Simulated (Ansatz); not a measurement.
One change: `C#CC(N)(F)S` becomes `NC(F)(F)S`.

Ansatz, PBE0-D4/def2-TZVP geometries, multiplicity 1. Each molecule was computed in one conformer, which needn't be the lowest.

```json
{"property": "LUMO energy (ωB97M-V/def2-TZVPP) / eV", "`C#CC(N)(F)S`": "1.62"}
{"property": "LUMO energy (B3LYP/def2-TZVPP) / eV", "`C#CC(N)(F)S`": "-0.63"}
{"property": "LUMO energy (PBE/def2-TZVPP) / eV", "`C#CC(N)(F)S`": "-1.35"}
{"property": "LUMO energy (PBE0/def2-TZVPP) / eV", "`C#CC(N)(F)S`": "-0.38"}
{"property": "HOMO–LUMO gap (B3LYP/def2-TZVPP) / eV", "`C#CC(N)(F)S`": "6.47"}
{"property": "size of the dipole moment (ωB97M-V/def2-TZVPP) / D", "`C#CC(N)(F)S`": "2.09"}
```

(1) Give the same properties after the change, and the shifts. (Estimate.)

Answers

(1) The calculation gave: 
```
                                          property  `NC(F)(F)S`  shift
             LUMO energy (ωB97M-V/def2-TZVPP) / eV         1.80   0.18
               LUMO energy (B3LYP/def2-TZVPP) / eV        -0.35   0.28
                 LUMO energy (PBE/def2-TZVPP) / eV        -1.00   0.35
                LUMO energy (PBE0/def2-TZVPP) / eV        -0.04   0.34
             HOMO–LUMO gap (B3LYP/def2-TZVPP) / eV         7.10   0.63
size of the dipole moment (ωB97M-V/def2-TZVPP) / D         1.91  -0.18
```

With PBE0 the HOMO falls by 0.36 eV and the LUMO rises by 0.34 eV, so the gap widens by about 0.70 eV. PBE moves the HOMO by -0.28 eV and ωB97M-V by -0.42 eV. Dipoles are sizes alone; their direction can turn.

B3LYP here is the variant with VWN-RPA as its local correlation; programs differ in this.
